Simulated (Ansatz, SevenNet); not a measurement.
Lattice constant a (Å) of solids drawn from the class of oxides, at two levels: the machine-learned potential SevenNet-0 (trained on PBE and PBE+U data), and r²SCAN in Ansatz (plane waves, PAW).

| solid | SevenNet-0 | r²SCAN |
|---|---|---|
| rock-salt CaO | 4.838 | ? |
| cubic perovskite BaHfO3 | 4.201 | 4.177 |
| cubic perovskite KTaO3 | 4.030 | 3.990 |
| rock-salt SrO | 5.208 | 5.160 |
| cubic perovskite BaZrO3 | 4.254 | 4.205 |
| rock-salt MgO | 4.255 | 4.204 |

Task: Estimate the withheld r²SCAN value from the other rows.

Result: One way: carry over the typical ratio. The ratios r²SCAN / SevenNet-0 of the other rows, in order: 0.9880, 0.9885, 0.9901, 0.9908, 0.9943; median 0.9901. Rock-salt CaO: 4.838 × 0.9901 = 4.790 Å; the run gives 4.795 Å. The ratios spread from 0.9880 to 0.9943, so such an estimate is rough.

Over all 6 rows r²SCAN is the larger in 0.

Ansatz's runs of these crystals have no spin polarisation.

Spin–orbit coupling is left out, also for the solids with elements from indium on (cubic perovskite BaHfO3, cubic perovskite KTaO3, cubic perovskite BaZrO3); its size isn't shown.

Ansatz's density-functional and Hartree–Fock values are scalar-relativistic unless marked +SOC, with PAW data made under PBE.

Ansatz is a first-principles code.
